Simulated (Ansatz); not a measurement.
# How methods differ on SiNH5 (Si(NH2)H3)

SiNH5 has 7 atoms, charge 0, and is taken as a singlet. As SMILES, `[H][Si]([H])([H])N`. The coordinates come from a GFN2-xTB relaxation.

```xyz
7

Si   -0.0007    0.0024   -0.6830
N     0.0907    0.1787    1.0286
H     0.7077   -0.4282    1.5438
H    -0.7637    0.3074    1.5458
H     1.3878   -0.0099   -1.1355
H    -0.7479    1.1693   -1.1461
H    -0.6738   -1.2197   -1.1536
```

Quantity: the energy change with the Si1–H5 bond stretched from 1.460 to 2.921 Å, in eV. The values are calculated.

```csv
level,kind,program,value (eV),less FCI/STO-3G,CPU time (all runs)
HF/STO-3G (restricted),Hartree–Fock,Ansatz,8.00,+3.26,0.16 s
SVWN5/STO-3G (restricted),LDA,Ansatz,5.70,+0.96,1.5 s
r2SCAN/STO-3G (restricted),meta-GGA,Ansatz,5.89,+1.15,4.4 s
r2SCAN0/STO-3G (restricted),hybrid meta-GGA,Ansatz,6.47,+1.73,4.6 s
wB97M-V/STO-3G (restricted),range-separated hybrid,Ansatz,6.56,+1.82,35 s
MP2/STO-3G (restricted),perturbation theory,Ansatz,6.22,+1.48,0.2 s
CCSDT(Q)/STO-3G (restricted),coupled cluster or CI,Ansatz,4.74,0.00,0.55 s
FCI/STO-3G,exact in the basis,Ansatz,4.74,0.00,21 s
```

FCI/STO-3G is exact within its basis and frozen core, so for wave-function methods in that basis the difference is their error; functionals converge differently with the basis, so for them it is only a difference. A spin-restricted reference rises too steeply as a bond breaks; here HF/STO-3G, SVWN5/STO-3G, r2SCAN/STO-3G, r2SCAN0/STO-3G, wB97M-V/STO-3G, MP2/STO-3G lie well above the multireference or unrestricted value. The first shape isn't each level's own minimum. The values span 4.74 to 8.00 eV. All rows use very small basis sets, so none should be taken for the real molecule's value. In so small a basis fixed costs decide the times, and correlated methods can beat functionals. CPU times are rough (shared hosts, several kinds of processor and program).
